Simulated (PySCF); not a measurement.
Species: isothiofulminic acid, CHNS.
SMILES with atom numbers: `[C-:1]#[N+:2][SH:3]` (hydrogens: H4 on S3)

The same species was optimised twice, with GFN2-xTB and with PBE0-D3(BJ)/def2-SVP (PySCF), and the same property calculations (PySCF, gas phase) were run on both structures.

```csv
coordinate,GFN2-xTB,PBE0-D3(BJ)/def2-SVP,change
C1≡N2 (Å),1.166,1.181,+0.015
S3–H4 (Å),1.343,1.354,+0.011
N2–S3 (Å),1.652,1.657,+0.005
C1–N2–S3 (°),177.4,174.4,-3.0
N2–S3–H4 (°),94.7,95.7,+1.0
```

Rotational constants: A = 290103, B = 6418, C = 6279 MHz (GFN2-xTB) against A = 284636, B = 6337, C = 6199 MHz (PBE0-D3(BJ)/def2-SVP). Point groups within 0.08 Å: Cs and Cs.

On the GFN2-xTB structure: HOMO (eV) -7.96 [PBE0/pcSseg-1]; LUMO (eV) -0.88 [PBE0/pcSseg-1]; dipole (D) 3.25 [PBE0/pcSseg-1]; GIAO shielding of C1 (ppm) -22.2 [PBE0/pcSseg-1]; GIAO shielding of N2 (ppm) 133.4 [PBE0/pcSseg-1]; GIAO shielding of S3 (ppm) 347.6 [PBE0/pcSseg-1].

Q: What do these properties become on the PBE0-D3(BJ)/def2-SVP structure?

A: 
```
                                    property          level  on GFN2-xTB  on PBE0-D3(BJ)/def2-SVP  change
                                   HOMO (eV)  PBE0/pcSseg-1        -7.96                    -7.93   +0.03
                                   LUMO (eV)  PBE0/pcSseg-1        -0.88                    -0.95   -0.07
                                  dipole (D)  PBE0/pcSseg-1         3.25                     3.24   -0.01
energy, GFN2-xTB geometry as zero (kcal/mol)  PBE0/pcSseg-1          0.0                     -0.3    -0.3
                  GIAO shielding of C1 (ppm)  PBE0/pcSseg-1        -22.2                    -27.0    -4.8
                  GIAO shielding of N2 (ppm)  PBE0/pcSseg-1        133.4                    129.6    -3.8
                  GIAO shielding of S3 (ppm)  PBE0/pcSseg-1        347.6                    329.1   -18.5
```

The heavy atoms differ by 0.019 Å rms after alignment. Among all bonds C1≡N2 changes most (+0.015 Å). Changes are differences of the printed values. Neither structure is proved a minimum here.
